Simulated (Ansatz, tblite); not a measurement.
# The cluster CaI₂: rung by rung

An exercise on one series of results from a longer session: the logs are not shown, and one member is left open.

Program: Ansatz 0.2.0, Gaussian basis. Level of theory: as each input shows. These are calculated values, not measurements.

The runs, in order: GFN1-xTB, GFN2-xTB, PBE-D4/def2-TZVP, r2SCAN-D4/def2-TZVP, LDA/def2-TZVP, LC-ωPBE/def2-TZVP, CAM-B3LYP-D4/def2-TZVP, B3LYP-D4/def2-TZVP, BLYP-D4/def2-TZVP, PBE-D4/def2-SVP, PBE0-D4/def2-SVP, PBE0-D4/def2-TZVPD, PBE-D4/def2-TZVPD, r2SCAN-D4/def2-TZVPD, CCSD(T)/def2-TZVPP, MP2/def2-TZVP, RPA/def2-TZVP.

3 further runs of the same task are left out: 1 that didn't finish, 2 set aside as unsound or not needed.

### The geometry

The singlet was relaxed beforehand with PBE-D4/def2-TZVP. At that level it is the lowest of the isomers that a small search found.

3 atoms, charge 0, spin multiplicity 1.

Bond lengths: Ca1–I2 2.828 Å, Ca1–I3 2.828 Å. Angles: I2–Ca1–I3 179.2°.

I takes a core potential in the def2 sets. No spin-orbit coupling is included.

PBE0-D4/def2-TZVP was run before; its log isn't repeated, and its numbers join the tables.

The first run:

Tight binding, by tblite at 300 K electronic temperature and without a spin-polarisation term:

```python
tblite.interface.Calculator('GFN1-xTB', numbers, positions, charge=0, uhf=0).singlepoint()
```

Tight binding, by tblite at 300 K electronic temperature and without a spin-polarisation term:

```python
tblite.interface.Calculator('GFN2-xTB', numbers, positions, charge=0, uhf=0).singlepoint()
```

start.molden holds the orbitals of an earlier run on this state, given as this run's starting guess.

File in.yaml:

```yaml
crystal:
  periodic: [false, false, false]
  atoms:
    - {symbol: Ca, position_ang: [-0.007839, 0.006649, -0.008220]}
    - {symbol: I, position_ang: [-2.266331, -0.985801, 1.373469]}
    - {symbol: I, position_ang: [2.274170, 0.979151, -1.365249]}
basis:
  gaussian: {orbitals: def2-TZVP, initial_orbitals: start.molden}
hamiltonian: {xc: pbe, dispersion: d4}
scf: {omitted_lower_state_checks: [starts]}
output: {orbitals: {seedname: orbitals}}
```

On the command line:

```bash
$ ansatz run in.yaml --threads 4 --pin off --events-out ev --progress --plain --max-ram 3916MiB
```

Among the steps run: PBE-D4/def2-TZVP; r2SCAN-D4/def2-TZVP; LDA/def2-TZVP; LC-ωPBE/def2-TZVP; CAM-B3LYP-D4/def2-TZVP; B3LYP-D4/def2-TZVP; BLYP-D4/def2-TZVP; PBE-D4/def2-SVP; PBE0-D4/def2-SVP; PBE0-D4/def2-TZVPD; PBE-D4/def2-TZVPD; r2SCAN-D4/def2-TZVPD; CCSD(T)/def2-TZVPP; MP2/def2-TZVP; RPA/def2-TZVP.

One table of the session follows, with a row left open; its other results are not shown here.

| level | HOMO (eV) | LUMO (eV) | gap (eV) |
| --- | --- | --- | --- |
| LDA/def2-TZVP | -6.44 | -3.26 | 3.18 |
| PBE-D4/def2-SVP | -6.20 | -3.06 | 3.13 |
| PBE-D4/def2-TZVP | -6.27 | -3.04 | 3.23 |
| PBE-D4/def2-TZVPD | -6.28 | -3.04 | 3.24 |
| BLYP-D4/def2-TZVP | -6.09 | -3.05 | 3.04 |
| r2SCAN-D4/def2-TZVP | -6.55 | -2.55 | 4.00 |
| r2SCAN-D4/def2-TZVPD | -6.55 | -2.54 | 4.01 |
| B3LYP-D4/def2-TZVP | -7.10 | -2.64 | 4.46 |
| PBE0-D4/def2-SVP | -7.32 | -2.38 | 4.94 |
| PBE0-D4/def2-TZVP | -7.35 | -2.32 | 5.03 |
| PBE0-D4/def2-TZVPD | -7.35 | -2.32 | 5.04 |
| CAM-B3LYP-D4/def2-TZVP | -8.56 | -1.65 | 6.91 |
| LC-ωPBE/def2-TZVP | ? | ? | ? |

Estimate the missing values for LC-ωPBE/def2-TZVP.

**Answer.** HOMO (eV): -9.88; LUMO (eV): -0.49; gap (eV): 9.39. In the column «HOMO (eV)» it is the lowest.
